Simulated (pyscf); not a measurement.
## Routes from `[CH4]` + `[NH2][Zn]` [doublet]

Candidate steps break at most two bonds and form at most two. Each was searched with GFN2-xTB (tblite) first. Structures and frequencies: ωB97X-D3(BJ)/def2-SVP in PySCF. Energies: ωB97M-D3(BJ)/def2-TZVP, kJ/mol, from the separated reactants, doublet surface; ΔG‡ with ideal gas, 1 atm, RRHO with modes under 100 cm⁻¹ raised to 100, one conformer, R ln 2 for chiral ones without a mode under 150 cm⁻¹.

```csv
products,type,ΔE‡,ΔE,ΔG‡ 298 K,ΔG‡ 900 K,ν‡ (cm⁻¹)
[H₃C–Zn]• + NH₃,four-centre exchange,139.3,+29.6,167.9,240.3,1649i
H₃C–Zn–NH₂ + H•,substitution at C,219.3,+146.9,237.1,298.8,1476i
```

Row 1: On the product side the descent ends in an adduct with a N–Zn contact, 35.8 kJ/mol under the separated species and 142.5 kJ/mol under the saddle at ωB97X-D3(BJ)/def2-TZVP. 

Plain bond fissions and candidates not yet searched are not listed, and one of them may be faster. Each barrier is that of the saddle found; lower ones may exist. Elements up to Kr have no core potential and no relativistic terms here.
